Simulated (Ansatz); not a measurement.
System: CHO₂ (charge -1, singlet). It need not be the lowest isomer of its formula. Whether it binds its extra electron was not tested at this geometry. SMILES: O=[C-]O
Geometry from a B3LYP-D3(BJ)/def2-TZVP (Ansatz, a quantum-chemistry and plane-wave program) optimisation:
```
C
O 1 1.2278
O 1 1.4562 2 111.59
H 3 0.9834 1 103.67 2 0.00
```
Charge -1, spin multiplicity 1.

Q: Give the harmonic wavenumbers at B3LYP-D3(BJ)/def2-TZVP (Ansatz, finite differences of forces, unscaled).

A: 550, 680, 702, 1183, 1611, 3440 cm⁻¹. Zero-point energy 11.7 kcal/mol.

Q: From these and the geometry, give the ideal-gas thermochemistry at 298.15 K and 1 atm (rigid rotor, harmonic oscillator).

A: Point group Cs, rotational symmetry number 1. Rotational constants 83.28, 12.47, 10.84 GHz. S(trans) 37.34, S(rot) 20.88, S(vib) 1.23, S(elec, spin only) 0.00, S 59.5 cal/(mol K). H(298) - H(0) 2.65 kcal/mol; G - E(el) -3.4 kcal/mol.
